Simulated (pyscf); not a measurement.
One hydrogen abstraction on the doublet surface with elements of a group swapped. ωB97M-D3(BJ)/def2-TZVP, eV, from the separated reactants. Single points on ωB97X-D3(BJ)/def2-SVP structures (PySCF, gas phase).

```
step                               barrier  reaction energy  imaginary mode (i cm⁻¹)
---------------------------------  -------  ---------------  -----------------------
H₃Si–Cl + SiH₃• → •H₂Si–Cl + SiH₄      ___              ___                     1425
F–SiH₃ + SiH₃• → F–SiH₂• + SiH₄       0.48            +0.09                     1380
```

Complete the blanks.


- H₃Si–Cl + SiH₃• → •H₂Si–Cl + SiH₄, barrier: 0.38
- H₃Si–Cl + SiH₃• → •H₂Si–Cl + SiH₄, reaction energy: -0.01

Each row is the saddle that its search found.
